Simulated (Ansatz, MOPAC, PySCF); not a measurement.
Breaking a bond: OH, doublet.

- UKS-BP86/6-31G* = unrestricted BP86/6-31G*, spherical d in PySCF
- UKS-B3LYP/6-31G* = unrestricted B3LYP/6-31G*, spherical d in PySCF 2.14.0
- AM1, unrestricted, heats of formation (MOPAC)
- FCI = full CI/aug-cc-pVDZ, frozen core (Ansatz, a quantum-chemistry and plane-wave program)

Energies relative to the lowest point of each curve near equilibrium, in kJ/mol; the last columns give the difference from FCI:

```tsv
R / Å	UKS-BP86/6-31G*	UKS-B3LYP/6-31G*	AM1	FCI	UKS-BP86/6-31G* − FCI	UKS-B3LYP/6-31G* − FCI	AM1 − FCI
0.73	286.7	275.4	151.6	272.8	14.0	2.6	-121.2
0.77	183.5	174.0	94.4	171.7	11.9	2.3	-77.3
0.84	71.2	64.8	30.9	63.0	8.2	1.7	-32.1
0.88	34.9	30.3	11.4	28.9	6.1	1.4	-17.5
0.92	13.2	10.2	1.7	9.3	3.9	0.9	-7.6
0.94	6.6	4.5	0.0	3.8	2.8	0.7	-3.8
0.97	1.1	0.3	0.8	0.0	1.1	0.3	0.8
0.99	0.0	0.0	3.3	0.0	0.0	0.0	3.3
1.03	2.6	4.2	12.6	4.8	-2.2	-0.6	7.8
1.08	12.9	16.6	30.7	17.8	-4.9	-1.2	12.9
1.13	28.9	34.5	54.4	36.2	-7.4	-1.7	18.2
1.22	66.2	75.2	106.8	77.3	-11.1	-2.1	29.5
1.30	104.1	115.9	159.3	117.6	-13.5	-1.6	41.7
1.46	182.4	199.1	266.0	197.1	-14.7	1.9	68.8
1.59	242.4	260.1	338.9	254.0	-11.6	6.1	84.9
1.73	298.9	311.5	388.8	304.1	-5.2	7.4	84.7
1.94	360.0	360.8	427.2	356.7	3.3	4.1	70.5
2.12	—	385.3	443.9	383.6	—	1.6	60.2
2.39	—	405.4	456.1	403.9	—	1.5	52.2
2.64	—	414.9	460.9	411.8	—	3.1	49.1
2.90	—	420.0	463.1	415.3	—	4.7	47.8
3.33	—	423.5	464.2	417.4	—	6.1	46.9
3.91	—	424.7	464.4	418.1	—	6.6	46.3
```

UKS-BP86/6-31G* is furthest from FCI at 1.46 (-14.7 kJ/mol, below); its mean absolute difference over the points is 7.2 kJ/mol.

UKS-B3LYP/6-31G* is furthest from FCI at 1.73 (7.4 kJ/mol, above); its mean absolute difference over the points is 2.6 kJ/mol.

AM1 is furthest from FCI at 0.73 (-121.2 kJ/mol, below); its mean absolute difference over the points is 42.8 kJ/mol.

A dash means that the run gave no value there, or that the column was ended at a point which the program doubted or which failed a test of continuity chosen for this set; such a test can also cut sound points.

The unrestricted determinant behind UKS-BP86/6-31G* is spin-contaminated at 1.73 to 3.91 Å (<S²> up to 1.7, against 0.75 for a pure doublet). The unrestricted determinant behind UKS-B3LYP/6-31G* is spin-contaminated at 1.59 to 3.91 Å (<S²> up to 1.8, against 0.75 for a pure doublet).
